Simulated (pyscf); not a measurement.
Thermochemistry of product channels of H₂B–SiH₃ on the singlet surface, in kcal/mol, from ωB97M-D3(BJ)/def2-TZVP energies (ideal gas, 1 atm, RRHO with modes under 100 cm⁻¹ raised to 100, one conformer, R ln 2 for rigid chiral ones). PySCF, gas phase, ωB97X-D3(BJ)/def2-SVP geometries.

```
products                                     ΔE  ΔH(298 K)  ΔG(600 K)  ΔG(900 K)
----------------------------------------  -----  ---------  ---------  ---------
borane (BH₃) + silylene (SiH₂) [singlet]    ___      +47.9      +30.2      +21.8
BH [singlet] + silane (SiH₄)                ___      +75.8      +60.8        ___
B–SiH₃ [singlet] + hydrogen (H₂)          +92.4      +88.1      +72.7      +64.6
```

Task: Fill in the missing entries.

Result: 
- borane (BH₃) + silylene (SiH₂) [singlet], ΔE: +50.2
- BH [singlet] + silane (SiH₄), ΔE: +79.0
- BH [singlet] + silane (SiH₄), ΔG(900 K): +53.5

These are energies of the channels, which say nothing of barriers. B–SiH₃ [singlet] lies 28.1 kcal/mol over its isomer H₂B–SiH: [triplet], and others may lie lower still (electronic energy, ωB97M-D3(BJ)). A restricted singlet here is unstable towards spin polarisation, as is usual where a triplet lies low; its energy is less safe.
